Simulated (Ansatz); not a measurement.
Computed with Ansatz on PBE0-D4/def2-TZVP structures; ΔE is electronic, products minus reactants. CCSD(T)/CBS is the MP2 limit (def2-TZVPP, def2-QZVPP) plus CCSD(T) − MP2 in def2-TZVPP, frozen cores. Functionals use def2-TZVPP. One conformer a species, not always the lowest.

Reaction (isomerisation): `COC(O)S` → `CS(C)(=O)=O`

```tsv
level	ΔE (kJ/mol)	difference from CCSD(T)/CBS
PBE-D4	-40.7	-7.9
r2SCAN-D4	-53.1	-20.3
PBE0-D4	-34.7	-1.9
B2PLYP	-28.4	4.4
r2SCAN	-52.6	-19.8
PBE0	-32.5	0.3
HF/def2-TZVPP	4.5	37.3
MP2/def2-TZVPP	-40.3	-7.5
SCS-MP2/def2-TZVPP	-28.2	4.6
CCSD/def2-TZVPP	-4.8	28.0
HF/def2-QZVPP	-2.7	30.1
MP2/def2-QZVPP	-55.2	-22.4
SCS-MP2/def2-QZVPP	-42.0	-9.2
HF/CBS(def2)	-3.7	29.1
MP2/CBS(def2)	-61.8	-29.0
CCSD/CBS(def2)	-26.3	6.5
CCSD(T)/CBS	-32.8	0
```

Largest T1 diagnostic among the species: 0.015.

From PBE to PBE0 (25 % exact exchange), in def2-TZVPP and without D4, ΔE moves by +5.4 kJ/mol. In def2-TZVPP, CCSD(T) changes the Hartree–Fock value by −15.8 kJ/mol (the triples alone add −6.5 kJ/mol) and MP2 by −44.8 kJ/mol.
